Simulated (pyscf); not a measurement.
This saddle point was located with ωB97X-D3(BJ)/def2-SVP in PySCF.

```
N
C 1 1.4450
H 2 1.1033 1 111.18
H 2 1.1095 3 107.15 1 -122.78
H 2 1.1097 3 106.92 4 -114.32
C 1 1.4475 2 112.80 3 179.08
H 6 1.1024 1 110.76 2 179.85
H 6 1.1093 7 107.35 1 122.36
H 6 1.1097 7 107.45 8 114.68
Al 1 1.7914 2 124.19 3 4.59
H 10 1.5829 1 120.70 2 -174.68
N 10 1.9165 11 115.73 7 -155.32
H 12 1.0192 10 122.02 11 154.53
H 12 1.0193 13 108.96 3 165.20
H 12 1.3868 13 114.30 14 135.31
H 15 1.0175 12 146.09 13 112.18
```
Charge 0, spin multiplicity 1.

Surface: singlet, charge 0. Lowest wavenumbers (cm⁻¹): 1327i, 54, 122, 152, 223.

Task: What reaction is this the transition state of?

Result: H₃C–N(CH₃)–AlH₂ + NH₃ <-> H₃C–N(CH₃)–AlH–NH₂ + H₂, a four-centre exchange read from left to right: Al–H, H–N broken and Al–N, H–H formed. At ωB97M-D3(BJ)/def2-TZVP it lies +7.4 kcal/mol from the left side and +22.8 kcal/mol from the right (each side as separated species at their lowest minima found). On the reactant side the descent ends in an adduct with a Al–N contact (not fully relaxed), 24.7 kcal/mol under the separated species and 30.8 kcal/mol under the saddle at ωB97X-D3(BJ)/def2-TZVP. What is counted as formed (Al–N) is already present as a longer contact in the reactant adduct; forming that adduct is a step of its own. At the saddle there is also a short Al–H contact that neither side keeps. H₃C–N(CH₃)–AlH₂ lies 36.8 kcal/mol over its isomer H₃C–Al(CH₃)–NH₂, and others may lie lower still (electronic energy, ωB97M-D3(BJ)). This is the saddle that the search found; another between the same sides may lie lower.
